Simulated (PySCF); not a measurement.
Species: aluminum diatomic, Al₂ (triplet state).
Numbering: `[Al:1][Al:2]`

The calculation used UKS B3LYP, IGLO-III on Al, non-relativistic, mean-field spin-orbit, GIAO in PySCF 2.14.0. Geometry: PBE0-D3(BJ)/def2-SVP; no solvent, vibrations or thermal averaging.

Output of the driver script. The program numbers atoms from 0.

```
UKS, coarse grid
  cycle   1  E = -484.81264271  |g| = 1.14e-01
  cycle   2  E = -484.81555537  |g| = 6.72e-02
  cycle   3  E = -484.81652938  |g| = 6.33e-03
  cycle   4  E = -484.81657391  |g| = 4.21e-03
  cycle   5  E = -484.81658814  |g| = 6.08e-04
  cycle   6  E = -484.81658920  |g| = 1.69e-04
UKS, final grid
  cycle   1  E = -484.81659591  |g| = 1.20e-04
  cycle   2  E = -484.81659592  |g| = 9.38e-05
  cycle   3  E = -484.81659593  |g| = 1.84e-05
internal stability: unstable
restart along the unstable mode
  cycle   1  E = -484.81557930  |g| = 2.93e-02
  cycle   2  E = -484.81592661  |g| = 2.13e-02
  cycle   3  E = -484.81621566  |g| = 3.17e-03
  cycle   4  E = -484.81625840  |g| = 2.32e-03
  cycle   5  E = -484.81629460  |g| = 1.74e-03
  cycle   6  E = -484.81631718  |g| = 1.55e-03
  cycle   7  E = -484.81637728  |g| = 1.37e-03
  cycle   8  E = -484.81648281  |g| = 1.08e-03
  cycle   9  E = -484.81656731  |g| = 8.96e-04
  cycle  10  E = -484.81658342  |g| = 7.47e-04
  cycle  11  E = -484.81665885  |g| = 1.99e-03
  cycle  12  E = -484.81665965  |g| = 9.69e-04
  cycle  13  E = -484.81666484  |g| = 7.63e-04
  cycle  14  E = -484.81666729  |g| = 6.10e-04
  cycle  15  E = -484.81666885  |g| = 3.53e-04
  cycle  16  E = -484.81666959  |g| = 3.90e-05
  cycle  17  E = -484.81666991  |g| = 2.12e-05
  cycle  18  E = -484.81666994  |g| = 4.12e-05
  cycle  19  E = -484.81666995  |g| = 1.22e-05
internal stability: stable
E = -484.81666995 Eh   <S^2> = 2.0082 (exact 2.0000)
g shifts (ppm)      1          2          3
  rmc           -73        -73        -73
  gc             15         12         13
  oz_so      -10620       -520       -443
  total      -10677       -581       -502
hyperfine (MHz)  atom isotope    a_iso     a_fc   dipolar eigenvalues
    0  27Al     -12.83     -11.85    -41.64     18.14     23.50
    1  27Al     -12.79     -11.80    -41.64     18.14     23.50
zero-field splitting (cm-1)  D = 0.6861  E = 0.0031  (spin-spin 0.0416, spin-orbit 0.6445)
```

Task: Find the weak point of this converged calculation.

Result: The species is linear, yet the g tensor isn't that of a Σ state, which would be axial with no orbital-Zeeman term along the axis. Here the shifts are -10677, -581, -502 ppm, with orbital-Zeeman/spin–orbit parts of -10620, -520, -443 ppm. That is what a determinant gives that fills the components of a degenerate π or δ shell unevenly. Such a state carries orbital angular momentum about the axis, which this second-order treatment can't describe. At the same geometry and basis PBE gives ⟨S²⟩ = 2.009, g_iso = 2.0028 (here 1.9984) and a(27Al, atom 0 as the log counts) = -29.8 MHz (here -12.8, class means).
